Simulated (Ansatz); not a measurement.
Basis sets compared for C₂H₃⁺. Charge 1, multiplicity 1. Geometry PBE0-D4/def2-TZVP. Ansatz on 4 threads of Arm Neoverse V2 on a shared host; times are rough, and most runs start from earlier orbitals.

```xyz
5

C     0.2415    0.3915   -0.1617
C    -0.3795   -0.6116    0.2533
H    -0.9164   -1.4813    0.6129
H     0.1435    1.3727    0.3306
H     0.9109    0.3287   -1.0352
```

The structure comes from a short search, and lower isomers may exist.

| level | functions | energy (Eh) | HOMO (eV) | LUMO (eV) | wall time |
| --- | --- | --- | --- | --- | --- |
| PBE-D4/def2-SVP | 43 | -77.4138 | -15.67 | -12.36 | 0.15 s |
| PBE0-D4/def2-SVP | 43 | -77.4211 | -17.01 | -11.14 | 0.15 s |

**Question.** Estimate the rows for PBE-D4/def2-TZVP (with forces), PBE0-D4/def2-TZVP.

**Answer.** 
```csv
level,functions,energy (Eh),HOMO (eV),LUMO (eV),wall time
PBE-D4/def2-TZVP (with forces),80,-77.5027,-15.61,-12.30,0.35 s
PBE0-D4/def2-TZVP,80,-77.5090,-16.92,-11.05,0.35 s
```
